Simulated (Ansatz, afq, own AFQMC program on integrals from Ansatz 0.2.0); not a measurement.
# Pd, singlet in def2-SVP, levels against CCSDTQ

A free Pd atom.

Basis def2-SVP with its core potentials. Noble-gas cores (and the filled d shells of Ga–Kr and In–Xe) are frozen. Integrals, coupled cluster, full CI and functionals: Ansatz 0.2.0; the random walks run on the same integrals in our own AFQMC program. The CISD trial takes its coefficients from CCSD amplitudes. Released means that phaseless walkers are propagated on without the constraint, phases kept. Uncertainties: one standard error, sampling alone. No spin–orbit coupling. The metal's outer-core s and p shells are frozen, which shifts wave-function levels against functionals.

Determinant: RHF, the one that the program's search chose, which needn't be the lowest solution.

No full CI on the walks' own integrals is used here; CCSDTQ serves as the reference and is uncertain by about the last step of the cluster series.

Cautions: no spin-orbit coupling; outer-core shells of the metal frozen.

The T1 diagnostic is 0.0064 and the weight of the determinant in the CISD state is 0.942. The size of the correlated space is 10 electrons in 27 orbitals.

```
  level  correlation energy (eV)
    MP2                  -6.0687
   CCSD                  -5.7730
CCSD(T)                  -6.0041
```

Q: Estimate where phaseless AFQMC with the Hartree–Fock trial lies against CCSD(T) on the same integrals.

A: 22.1 ± 2.1 kJ/mol below CCSD(T).

Reference: CCSDTQ, correlation energy -5.988 eV. The released energy is read at 1.62 1/Eh, later times being too noisy (meV from the phaseless value at times in 1/Eh: -17 ± 4 at 0.24, -23 ± 4 at 0.51, -27 ± 7 at 0.99, -13 ± 7 at 1.62, -36 ± 12 at 2.40).

| level | E − E(reference) (kJ/mol) | share of correlation (%) |
| --- | --- | --- |
| CCSD(T) | -1.6 | 100.27 |
| CCSDT | -0.1 | 100.02 |
| CCSDT(Q) | 1.0 | 99.83 |
| ph-AFQMC/HF | -23.7 ± 2.1 | 104.09 |
| ph-AFQMC/CISD | -1.0 ± 0.3 | 100.17 |
| released AFQMC | -2.2 ± 0.7 | 100.38 |

CCSDT and higher add their correlation energy to the determinant of the CCSD(T) run, since their own runs factorise the integrals more tightly (a shift of under 2 meV). A walk keeps the symmetry of its determinant, which the program's search chose and which needn't be the lowest solution, so a lower state of the same spin and another symmetry isn't excluded. Released energies are given only where the last usable release times agree within the noise; a slower fall can still hide under it.
